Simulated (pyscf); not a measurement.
O=Mo(OH)(OH)(OH)–Cl (SMILES [O]=[Mo]([OH])([OH])([OH])[Cl]) → O=Mo(=O)(OH)–OH (SMILES [O]=[Mo](=[O])([OH])[OH]) + HCl (SMILES Cl) (elimination; singlet surface; H–O, Cl–Mo broken, Cl–H formed). Optimised with ωB97X-D3(BJ)/def2-SVP in PySCF. Energies in kJ/mol from the reactant's lowest minimum found.

```csv
level,barrier,reaction energy
PBE/def2-TZVP,[?],+30.0
r²SCAN/def2-TZVP,61.5,+45.1
B3LYP-D3(BJ)/def2-TZVP,66.9,+35.7
PBE0-D3(BJ)/def2-TZVP,64.7,+40.5
ωB97M-D3(BJ)/def2-TZVP,71.4,+27.9
HF/def2-TZVP,[?],[?]
```

Task: Complete the blanks.

Result: 
- PBE/def2-TZVP, barrier: 51.9
- HF/def2-TZVP, barrier: 105.8
- HF/def2-TZVP, reaction energy: +4.5

The functionals in the table span 19.5 kJ/mol in this barrier, from PBE to ωB97M-D3(BJ). On the product side the descent ends in a complex, 29.2 kJ/mol under the separated species and 60.0 kJ/mol under the saddle at ωB97X-D3(BJ)/def2-TZVP. One saddle was located; it need not be the lowest between these sides. Elements past Kr carry the def2 core potentials, without spin-orbit coupling.
